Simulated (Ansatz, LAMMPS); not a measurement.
# How well does each level of theory give the longitudinal phonon frequency at L of fcc Pt?

Reference value: 195 cm⁻¹ (measured, 90 K, no zero-point or thermal correction; as tabulated in A. Dal Corso, Phys. Rev. B 76, 054308 (2007)).

Put these levels in order of the longitudinal phonon frequency at L that they give for fcc Pt, smallest first: EAM u3 (LAMMPS), LDA (Ansatz, a quantum-chemistry and plane-wave program), PBE (Ansatz).

EAM u3 (141 cm⁻¹), PBE (185 cm⁻¹), LDA (203 cm⁻¹)

Unless a cell is named, each level is at its own relaxed cell (EAM u3 15.06, LDA 14.76, PBE 15.64 Å³/atom).

Differences against the reference: EAM u3 -28 %, LDA +4.1 %, PBE -5.1 %.

The measured value isn't corrected to a static lattice, so vibrations enter the comparison.  Density-functional levels without +SOC have no spin–orbit coupling. Each level is taken at its own relaxed cell. Ansatz's density-functional and Hartree–Fock values are scalar-relativistic unless marked +SOC, with PAW data made under PBE.

Empirical potentials (EAM u3) are fitted to chosen data, which need not cover the solid at hand: agreement can be built in, and what lay outside the fit can be far off.

Differences are worked out from the printed values.
